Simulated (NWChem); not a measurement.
Species: SiH$_{2}$, singlet; SMILES [SiH2]

```xyz
3

Si     0.0000     0.0000     0.1825
H      1.0961     0.0000    -0.8906
H     -1.0961     0.0000    -0.8906
```
Atoms are numbered in this order, from 1.

All runs: NWChem. Geometry optimised at PBE0/def2-SVP; all other runs use it. Low-valent species are run as closed-shell singlets; no triplet was tried in these runs.

| quantity | level | value |
|---|---|---|
| vertical, lowest excitation, singlet (eV) | PBE/def2-SVPD, TDA | 2.45 |
| isotropic polarisability (bohr³), static | PBE/def2-SVPD | 35.5 |
| solvation free energy (kcal/mol) in water | PBE0/def2-SVP, SMD | -0.7 |
| vertical ionisation energy, ΔSCF (eV) | PBE/def2-SVP | [?] |
| dipole (D) | PBE0/def2-SVP | [?] |
| highest harmonic frequency (cm⁻¹) | PBE0/def2-SVP | [?] |

Some entries are withheld; supply them.


- vertical ionisation energy, ΔSCF (eV), value: 9.35
- dipole (D), value: 0.36
- highest harmonic frequency (cm⁻¹), value: 2056
